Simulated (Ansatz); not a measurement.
# C3H5Cl: rigid scan of one bond length in Python

How does the energy of C3H5Cl change as one bond is stretched? Aim: a rigid scan of one bond length, for C3H5Cl, run from a script. SMILES: C=C(C)Cl.

Program: Ansatz 0.2.0, driven from Python. Level of theory: r2SCAN0/cc-pVDZ. These are calculated values, not measurements.

### 1 The structure

Bond lengths: C1–C2 1.296 Å, C2–C3 1.471 Å, C2–Cl4 1.698 Å, C1–H5 1.145 Å, C1–H6 1.093 Å, C3–H7 1.060 Å, C3–H8 1.139 Å, C3–H9 1.159 Å. Angles: C1–C2–C3 123.7°, C1–C2–Cl4 121.3°, C3–C2–Cl4 114.9°, C2–C1–H5 120.4°, C2–C1–H6 126.2°, H5–C1–H6 113.1°, C2–C3–H7 114.2°, C2–C3–H8 110.4°, C2–C3–H9 112.6°, H7–C3–H8 109.2°, H7–C3–H9 106.0°, H8–C3–H9 103.9°.

The script holds or builds the structure itself.

### 2 The script

File scan_c3h5cl.py:

```python
# -*- coding: utf-8 -*-
"""Potential curve of C3H5Cl along one bond."""

import logging
import sys

import ansatz as az
import numpy as np

logging.basicConfig(stream=sys.stdout, format="[%(levelname)s] %(message)s")
log = logging.getLogger("ansatz_job")
log.setLevel(logging.INFO)

BASIS_SET = "cc-pVDZ"
XC = "r2scan0"


def main():
    geometry_ang = [
        ("C", (-0.1843, 1.2511, -0.4596)),
        ("C", (-0.2155, -0.0442, -0.4445)),
        ("C", (0.2851, -0.8595, 0.6729)),
        ("Cl", (-0.755, -0.9296, -1.7892)),
        ("H", (-0.6292, 1.8317, -1.3406)),
        ("H", (0.1481, 1.899, 0.3559)),
        ("H", (-0.4407, -1.5019, 1.1015)),
        ("H", (1.1835, -1.4773, 0.3426)),
        ("H", (0.6963, -0.2156, 1.5439)),
    ]
    molecule = az.Crystal.molecule()
    for symbol, xyz in geometry_ang:
        molecule = molecule.atom(symbol, xyz)

    symbols = [site.symbol for site in molecule.cartesian_sites]
    start = np.array([site.position_ang for site in molecule.cartesian_sites])
    axis = (start[2] - start[1]) / np.linalg.norm(start[2] - start[1])
    moving = [2, 6, 7, 8]
    lengths, energies = [1.25, 1.35, 1.47, 1.62, 1.84, 2.21, 2.65, 3.24], []
    for length in lengths:
        xyz = start.copy()
        xyz[moving] += (length - np.linalg.norm(start[2] - start[1])) * axis
        point = az.Crystal.molecule()
        for symbol, place in zip(symbols, xyz):
            point = point.atom(symbol, place.tolist())
        base = (
            point.calculation()
            .basis(gaussian=BASIS_SET)
            .functional(XC)
            .spin("collinear")  # spin-polarised run
        )
        report = base.run().report
        energies.append(report["free_energy_ev"])
        log.info(f"r = {length:6.3f} A  E = {energies[-1]:.5f} eV  <S^2> = {abs(report['mean_field']['state']['spin_squared']):.3f}")

    print("energy above the lowest point (eV):", [round(e - min(energies), 3) for e in energies])


if __name__ == "__main__":
    main()
```

### 3 The input behind the calls

The package turns the script's settings into the engine's input (first run):

```yaml
crystal:
  periodic: [false, false, false]
  atoms:
    - { symbol: C, position_ang: [-0.1843, 1.2511, -0.4596] }
    - { symbol: C, position_ang: [-0.2155, -0.0442, -0.4445] }
    - { symbol: C, position_ang: [0.20988536547830633, -0.7370020145314885, 0.5050118006101868] }
    - { symbol: Cl, position_ang: [-0.755, -0.9296, -1.7892] }
    - { symbol: H, position_ang: [-0.6292, 1.8317, -1.3406] }
    - { symbol: H, position_ang: [0.1481, 1.899, 0.3559] }
    - { symbol: H, position_ang: [-0.5159146345216937, -1.3794020145314885, 0.9336118006101867] }
    - { symbol: H, position_ang: [1.1082853654783063, -1.3548020145314885, 0.17471180061018673] }
    - { symbol: H, position_ang: [0.6210853654783063, -0.09310201453148848, 1.3760118006101867] }
basis:
  gaussian:
    orbitals: cc-pVDZ
hamiltonian:
  xc: r2scan0
magnetization:
  spin_polarized: true
```

### 4 Launch

Run with:

```sh
$ python scan_c3h5cl.py
```

**Question.** What results will this script give? Wanted: range of energy; lowest point, distance.

The runs gave:

```
                  quantity     value
             runs compared         8
           range of energy  4.678 eV
lowest point, distance (Å)      1.47
```

The lowest point, at 1.47, lies inside the range. The ends stand 1.46 and 4.68 eV above it. The distance scanned is the script's pair 1, 2. <S²> moves from 0.00 to 0.96: along the scan the mean field breaks spin symmetry. Caveats:
- The rest of the molecule is held rigid at a force-field or estimated start geometry, and the basis set is modest; single-reference methods fail as a bond breaks.
